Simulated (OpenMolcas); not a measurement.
# C2H2F2 (vinylidene fluoride) at 6 levels

Aim: a comparison of 6 runs (HF/3-21G, HF/aug-cc-pVDZ, B3LYP/6-31G*, B2PLYP/aug-cc-pVDZ, M06-2X/aug-cc-pVDZ, r2SCAN/aug-cc-pVDZ) of C2H2F2 (vinylidene fluoride). 

Program for the calculation: OpenMolcas 26.06.

## Step 1: The molecule

C2H2F2: 6 atoms, total charge 0, spin state singlet. As SMILES, `C=C(F)F`. The C2–F3 distance was set to 1.707 Å, away from the relaxed value.

Bond lengths: C1–C2 1.315 Å, C2–F4 1.313 Å, C1–H5 1.079 Å, C1–H6 1.079 Å. Angles: C1–C2–F4 125.2°, C2–C1–H5 119.7°, C2–C1–H6 119.7°, H5–C1–H6 120.6°. A long bond or contact: C2–F3 1.707 Å.

## Step 2: A single-point energy at HF/3-21G (run 1)

Contents of test.input:

```
>>> EXPORT MOLCAS_PRINT=2

&gateway
  baslib
  $CurrDir
  coord
  6
  bohr
  C      0.09838670     0.87248655    -1.70195538
  C      0.51582720    -0.76326038     0.12068547
  F     -0.85963641    -0.68710442     3.03792372
  F      2.05444221    -2.70495397    -0.02501241
  H      1.06233600     0.66386079    -3.48585684
  H     -1.20495741     2.41034567    -1.39922125
  basis
  3-21G
  group
  NoSym

&seward

&scf
  thresholds
  1e-10 1e-07 1e-07 1e-05
  prorbitals
  1 2
```

The basis set 3-21G is read from a file made from the Basis Set Exchange's data (not shown).

On the command line:

```console
$ export MOLCAS_MEM=1860
$ pymolcas test.input > test.log
```

Standard output:

```text
--- Start Module: gateway ---
[...]
--- Stop Module: gateway /rc=_RC_ALL_IS_WELL_ ---
--- Start Module: seward ---
[...]
      Basis functions           40
--- Stop Module: seward /rc=_RC_ALL_IS_WELL_ ---
--- Start Module: scf ---
[...]
       Convergence after  15 Iterations
[...]
::    Total SCF energy                               -274.1791885595
[...]
      Total spin, S                                     0.0000000000
[...]
      Total electronic charge=   32.000000
      Total            charge=   -0.000000
[...]
      Dipole Moment (debye):
      Origin of the operator (angstrom)=    0.2474   -0.4963    0.2756
                   X=  1.8811E-01               Y=  1.3661E+00               Z= -2.7108E+00           Total=  3.0414E+00
      Quadrupole Moment (debye*angstrom):
[...]
--- Stop Module: scf /rc=_RC_ALL_IS_WELL_ ---
[...]
```

Run time: 1.6 s. Hardware: 1 thread of Arm Neoverse V2, shared host; peak memory 0.37 GiB.

## Step 3: A single-point energy at HF/aug-cc-pVDZ (run 2)

Contents of test.inp:

```
&GATEWAY
  BasLib=$CurrDir
  Coord
  6
  angstrom
  C        0.052064       0.461700      -0.900636
  C        0.272964      -0.403900       0.063864
  F       -0.454900      -0.363600       1.607600
  F        1.087164      -1.431400      -0.013236
  H        0.562164       0.351300      -1.844636
  H       -0.637636       1.275500      -0.740436
  Basis=aug-cc-pVDZ
  Group=NoSym

&SEWARD

&SCF
  Thresholds=1e-10 1e-07 1e-07 1e-05
  PrOrbitals=0
```

The basis set aug-cc-pVDZ is read from a file made from the Basis Set Exchange's data (not shown).

On the command line:

```console
$ export MOLCAS_MEM=1860
$ pymolcas test.inp > test.log
```

Standard output:

```text
--- Start Module: gateway ---
[...]
--- Stop Module: gateway /rc=_RC_ALL_IS_WELL_ ---
--- Start Module: seward ---
[...]
      Basis functions          110
--- Stop Module: seward /rc=_RC_ALL_IS_WELL_ ---
[...]
--- Start Module: scf ---
[...]
       Convergence after  14 Iterations
[...]
::    Total SCF energy                               -275.7028135930
[...]
      Total spin, S                                     0.0000000000
[...]
      Total electronic charge=   32.000000
      Total            charge=   -0.000000
[...]
      Dipole Moment (debye):
      Origin of the operator (angstrom)=    0.2474   -0.4963    0.2756
                   X=  4.7605E-01               Y=  1.2555E+00               Z= -3.1624E+00           Total=  3.4357E+00
      Quadrupole Moment (debye*angstrom):
[...]
--- Stop Module: scf /rc=_RC_ALL_IS_WELL_ ---
[...]
```

Wall time 11 s (1 thread of Arm Neoverse V2, shared host); peak memory 0.65 GiB.

## Step 4: A single-point energy at B3LYP/6-31G(d) (Cartesian functions) (run 3)

Contents of job.inp:

```
&gateway
baslib=$CurrDir
coord
6
angstrom
C        0.052064       0.461700      -0.900636
C        0.272964      -0.403900       0.063864
F       -0.454900      -0.363600       1.607600
F        1.087164      -1.431400      -0.013236
H        0.562164       0.351300      -1.844636
H       -0.637636       1.275500      -0.740436
basis=6-31Gs
group=NoSym
&seward
gridinput
Grid=UltraFine
End of Grid
&scf
ksdft=B3LYP
thresholds=1e-10 1e-07 1e-07 1e-05
prorbitals=1 1
```

The basis set 6-31G* is read from a file made from the Basis Set Exchange's data (not shown).

On the command line:

```console
$ export MOLCAS_MEM=1860
$ pymolcas job.inp > job.log
```

Standard output:

```text
--- Start Module: gateway ---
[...]
--- Stop Module: gateway /rc=_RC_ALL_IS_WELL_ ---
--- Start Module: seward ---
[...]
      Basis functions           64
--- Stop Module: seward /rc=_RC_ALL_IS_WELL_ ---
[...]
--- Start Module: scf ---
[...]
       Convergence after  15 Iterations
[...]
::    Total KS-DFT energy                            -277.0013300525
[...]
      Total spin, S                                     0.0000000000
[...]
      Total electronic charge=   32.000000
      Total            charge=   -0.000000
[...]
      Dipole Moment (debye):
      Origin of the operator (angstrom)=    0.2474   -0.4963    0.2756
                   X=  4.5657E-01               Y=  8.0956E-01               Z= -2.3705E+00           Total=  2.5462E+00
      Quadrupole Moment (debye*angstrom):
[...]
--- Stop Module: scf /rc=_RC_ALL_IS_WELL_ ---
[...]
```

Wall time 12 s (1 thread of Arm Neoverse V2, shared host); peak memory 0.4 GiB.

Runs 4 to 5 aren't shown in full; the table further down has their settings and results.

## Step 5: The energy at r2SCAN/aug-cc-pVDZ (run 6)

Contents of run.inp:

```
&GATEWAY
  BasLib
  $CurrDir
  Coord
  6
  angstrom
  C        0.052064       0.461700      -0.900636
  C        0.272964      -0.403900       0.063864
  F       -0.454900      -0.363600       1.607600
  F        1.087164      -1.431400      -0.013236
  H        0.562164       0.351300      -1.844636
  H       -0.637636       1.275500      -0.740436
  Basis
  aug-cc-pVDZ
  Group
  NoSym

&SEWARD
  GridInput
  Grid=UltraFine
  End of Grid

&SCF
  KSDFT
  2
  1.0 MGGA_X_R2SCAN
  1.0 MGGA_C_R2SCAN
  Thresholds
  1e-10 1e-07 1e-07 1e-05
  PrOrbitals
  0
```

The basis set aug-cc-pVDZ is read from a file made from the Basis Set Exchange's data (not shown).

On the command line:

```console
$ export MOLCAS_MEM=1860
$ pymolcas run.inp > run.log
```

Standard output:

```text
--- Start Module: gateway ---
[...]
--- Stop Module: gateway /rc=_RC_ALL_IS_WELL_ ---
--- Start Module: seward ---
[...]
      Basis functions          110
--- Stop Module: seward /rc=_RC_ALL_IS_WELL_ ---
[...]
--- Start Module: scf ---
[...]
       Convergence after  17 Iterations
[...]
::    Total KS-DFT energy                            -276.9217003548
[...]
      Total spin, S                                     0.0000000000
[...]
      Total electronic charge=   32.000000
      Total            charge=   -0.000000
[...]
      Dipole Moment (debye):
      Origin of the operator (angstrom)=    0.2474   -0.4963    0.2756
                   X=  5.3499E-01               Y=  9.0067E-01               Z= -2.6970E+00           Total=  2.8934E+00
      Quadrupole Moment (debye*angstrom):
[...]
--- Stop Module: scf /rc=_RC_ALL_IS_WELL_ ---
[...]
```

It took 57 s on 1 thread of Arm Neoverse V2, shared host; peak memory 0.65 GiB.

## Step 6: All runs side by side

```
run                               level  Cartesian functions  integration grid  energy (Eh)  dipole moment (D)  HOMO energy (eV)  LUMO energy (eV)  wall time
  1                            HF/3-21G                   no                 –  -274.179189               3.04            -11.54              4.17      1.6 s
  2                      HF/aug-cc-pVDZ                   no                 –  -275.702814               3.44            -11.75              0.83       11 s
  3  B3LYP/6-31G* (Cartesian functions)                  yes         UltraFine  -277.001330               2.55             -7.92             -1.12       12 s
  4                  B2PLYP/aug-cc-pVDZ                   no         UltraFine  -276.834216               3.18             -9.85             -0.18       34 s
  5                  M06-2X/aug-cc-pVDZ                   no         UltraFine  -276.944293               3.06            -10.01             -0.60       54 s
  6                  r2SCAN/aug-cc-pVDZ                   no         UltraFine  -276.921700               2.89             -7.56             -2.54       57 s
```

## Step 7: Results

| quantity | value |
| --- | --- |
| run 6: total energy | -276.92170 Eh |
| run 6: dipole moment | 2.89 D |
| run 6: HOMO energy | -7.56 eV |
| run 6: LUMO energy | -2.54 eV |
| run 6: HOMO–LUMO gap | 5.01 eV |

The dipole moment (its size) runs from 2.55 D (B3LYP/6-31G*) to 3.44 D (HF/aug-cc-pVDZ). The two ends differ in method and basis. The HOMO–LUMO gap runs from 5.01 eV (r2SCAN/aug-cc-pVDZ) to 15.70 eV (HF/3-21G). For B2PLYP the log adds the whole second-order term; the table takes 0.27 of it, as the functional is defined. Totals of different functionals can't be ranked against each other. All runs together took 2.8 min, the longest 57 s.
